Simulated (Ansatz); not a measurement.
One change: `S[Si]Cl` becomes `Cl[Si]Cl`.

Ansatz, PBE0-D4/def2-TZVP geometries, multiplicity 1. Each molecule was computed in one conformer, which needn't be the lowest.

| property | `S[Si]Cl` |
| --- | --- |
| size of the dipole moment (PBE/def2-TZVPP) / D | 1.58 |
| LUMO energy (PBE/def2-TZVPP) / eV | -3.23 |
| zero-point energy (PBE0-D4/def2-TZVP) / kJ/mol | 30.2 |
| HOMO energy (PBE0/def2-TZVPP) / eV | -7.24 |
| HOMO–LUMO gap (ωB97M-V/def2-TZVPP) / eV | 8.76 |
| vertical ionisation energy (CCSD(T)/CBS(def2)) / eV | 9.56 |

Problem. Give the same properties after the change, and the shifts. (Best estimate.)

Solution. The calculation gave: 
```json
{"property": "size of the dipole moment (PBE/def2-TZVPP) / D", "`Cl[Si]Cl`": "0.75", "shift": "-0.83"}
{"property": "LUMO energy (PBE/def2-TZVPP) / eV", "`Cl[Si]Cl`": "-3.62", "shift": "-0.39"}
{"property": "zero-point energy (PBE0-D4/def2-TZVP) / kJ/mol", "`Cl[Si]Cl`": "7.4", "shift": "-22.8"}
{"property": "HOMO energy (PBE0/def2-TZVPP) / eV", "`Cl[Si]Cl`": "-7.74", "shift": "-0.50"}
{"property": "HOMO–LUMO gap (ωB97M-V/def2-TZVPP) / eV", "`Cl[Si]Cl`": "8.97", "shift": "0.21"}
{"property": "vertical ionisation energy (CCSD(T)/CBS(def2)) / eV", "`Cl[Si]Cl`": "10.16", "shift": "0.60"}
```

With PBE0 the HOMO falls by 0.50 eV and the LUMO falls by 0.37 eV, so the gap widens by about 0.13 eV. PBE moves the HOMO by -0.48 eV and ωB97M-V by -0.54 eV. The zero-point energy changes by -22.8 kJ/mol with -3 modes. Dipoles are sizes alone; their direction can turn.
